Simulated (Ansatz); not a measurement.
The input, for Ansatz 0.2.0:

```yaml
crystal:
  periodic: [false, false, false]
  atoms:
    - {symbol: As, position_ang: [0.030257, -0.384048, 0.011038]}
    - {symbol: F, position_ang: [-0.042666, 0.745001, -1.298323]}
    - {symbol: F, position_ang: [0.005297, 0.804312, 1.255479]}
    - {symbol: H, position_ang: [-1.544730, -0.655780, -0.012926]}
basis:
  gaussian: {orbitals: cc-pVDZ}
magnetization: {spin_polarized: false}
correlation: {method: ccsdt_q, electrons: outside_noble_gas}
```

```sh
$ ansatz run in.yaml --threads 1 --pin off --events-out ev --progress --plain --max-ram 2393MiB
```

The program prints:

```
1130 factors; integrals over basis functions are off by at most 1.7e-7 eV
mean field evaluation 1: about -66220.8787 eV, gradient 3.3e1 eV
mean field evaluation 2: about -66220.9186 eV, gradient 3.4e1 eV
mean field evaluation 4: about -66223.0260 eV, gradient 1.8e0 eV
mean field evaluation 8: about -66223.0464 eV, gradient 1.5e-1 eV
mean field evaluation 16: about -66222.2649 eV, gradient 2.2e1 eV
mean field -66223.04660741 eV, -2433.6520752293 hartree, gradient 1.4e-6 eV, S^2 0.000000; 0 other end points of the search recorded, 0 dependent functions left out
16 core orbitals not correlated: weight in the atoms' cores, before any rotation towards them, 0.997 or more for the frozen orbitals, at most 0.002 for the correlated occupied ones
reference -66223.04660741 eV, -2433.6520752293 hartree; 10, 10 occupied and 34, 34 virtual orbitals, 1130 factors
second order -13.15760852 eV of doubles, -0.00000000 eV of singles
cycle   1  -13.18189807 eV  change   -2.4e-2 eV  update   1.0e-1
cycle   2  -13.62945199 eV  change   -4.5e-1 eV  update   5.6e-2
cycle   3  -13.90256075 eV  change   -2.7e-1 eV  update   2.5e-2
cycle   4  -13.89396813 eV  change    8.6e-3 eV  update   8.4e-3
cycle   5  -13.87764204 eV  change    1.6e-2 eV  update   4.6e-3
cycle   6  -13.88038734 eV  change   -2.7e-3 eV  update   1.6e-3
cycle   7  -13.88219496 eV  change   -1.8e-3 eV  update   7.0e-4
cycle   8  -13.88180851 eV  change    3.9e-4 eV  update   2.8e-4
cycle   9  -13.88150844 eV  change    3.0e-4 eV  update   1.1e-4
cycle  10  -13.88163658 eV  change   -1.3e-4 eV  update   4.7e-5
cycle  11  -13.88156138 eV  change    7.5e-5 eV  update   2.2e-5
cycle  12  -13.88156445 eV  change   -3.1e-6 eV  update   1.1e-5
cycle  13  -13.88156694 eV  change   -2.5e-6 eV  update   3.8e-6
cycle  14  -13.88156636 eV  change    5.8e-7 eV  update   1.8e-6
cycle  15  -13.88156402 eV  change    2.3e-6 eV  update   1.0e-6
cycle  16  -13.88156375 eV  change    2.6e-7 eV  update   4.5e-7
perturbative correction -0.03507058 eV, -0.0012888201 hartree
Total energy: -66236.96324175 eV, -2434.1635021081 hartree
```

Ran on 1 thread of Intel Xeon, shared host: 3.1 min wall, 0.77 GiB peak host memory.
